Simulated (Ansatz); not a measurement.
System: NH2, net charge -1, singlet state. 
Structure (B3LYP-D3(BJ)/def2-TZVP (Ansatz, an electronic-structure program) minimum search):
```xyz
3

N      0.0026     0.1456     0.0214
H     -0.8046    -0.4969    -0.0640
H      0.7861    -0.5226    -0.0861
```
Charge -1, spin multiplicity 1.

Basis-set convergence of Hartree-Fock and CCSD correlation energies (hartree) with Ansatz. Cores are frozen in the correlated levels unless marked. Spin-orbit coupling is left out. Non-relativistic.

```
basis        functions      E(HF)  E(corr, CCSD)
-----------  ---------  ---------  -------------
def2-SVPD           36  -55.47651       -0.22396
def2-TZVPPD         71  -55.54518       -0.25863
def2-QZVPPD        129  -55.54954       -0.27167
```

Extrapolating the two largest sets (X = 3 and 4) as X^-3: E(corr) = (64·(-0.27167) - 27·(-0.25863))/37 = -0.2812 Eh, an estimate of the basis-set limit. The largest set recovers 96.6 % of it, the smallest 79.6 %.
